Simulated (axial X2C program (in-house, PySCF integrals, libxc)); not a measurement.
# Bond lengths and stretching modes, held linear, of SiOSi

Calculated with an in-house all-electron X2C program for linear molecules (integrals from PySCF): two-component X2C with atomic mean-field Coulomb and Gaunt terms, Gaussian nuclei, basis Si dyall-v3z, O dyall-av3z with contracted cores. Spin-free rows use the one-electron spin-free X2C Hamiltonian.

Masses Si 27.977, O 15.995, Si 27.977 u. States: 2c Ω = 1 (beyond evenly filled blocks: ω = -1/2, ω = 3/2); spin-free M_S = 1, Λ = 0 (beyond evenly filled blocks: π+α, π-α).

PBE, 2c: energies above the lowest point

| r(Si–O) (Å) | r(O–Si) (Å) | E (meV) |
| --- | --- | --- |
| 1.6048 | 1.6048 | 122.24 |
| 1.6048 | 1.6460 | 58.73 |
| 1.6048 | 1.6871 | 39.15 |
| 1.6460 | 1.6048 | 58.73 |
| 1.6460 | 1.6460 | 7.59 |
| 1.6460 | 1.6871 | 0.00 |
| 1.6460 | 1.7283 | 25.52 |
| 1.6871 | 1.6048 | 39.15 |
| 1.6871 | 1.6460 | 0.00 |
| 1.6871 | 1.6871 | 4.07 |
| 1.7283 | 1.6460 | 25.52 |
| 1.7283 | 1.7283 | 88.95 |

Task: Fit a quadratic surface with cubic terms in each bond: where is the minimum, and what are the two stretching wavenumbers?

Result: At PBE, 2c: bonds 1.668 and 1.668 Å; harmonic stretches 532.9 and 821.6 cm⁻¹; force constants 3.58, 3.58 and coupling 1.10 mdyn/Å.

The other levels and Hamiltonians give:

```csv
Hamiltonian,level,r(Si–O) (Å),r(O–Si) (Å),lower stretch (cm⁻¹),upper stretch (cm⁻¹)
2c,PBE0,1.645,1.645,561.3,824.2
spin-free,PBE0,1.645,1.645,561.3,824.0
spin-free,PBE,1.668,1.668,532.9,821.4
```

Each state is one determinant, the lowest of a limited PBE0 search; the stretches come from a fit to these few points and carry an uncertainty of a few per cent. Other orders of the atoms were not compared. Left out for rough or failed fits: HF 2c, MP2 2c, HF spin-free, MP2 spin-free. The molecule was held linear; bending was not examined, so a bent shape may lie lower. Open-shell Ω = 0 determinants with evenly filled partner blocks cannot be reached by this program, so the Ω shown need not be the lowest component. Note: several unpaired electrons, one determinant need not be a pure state.
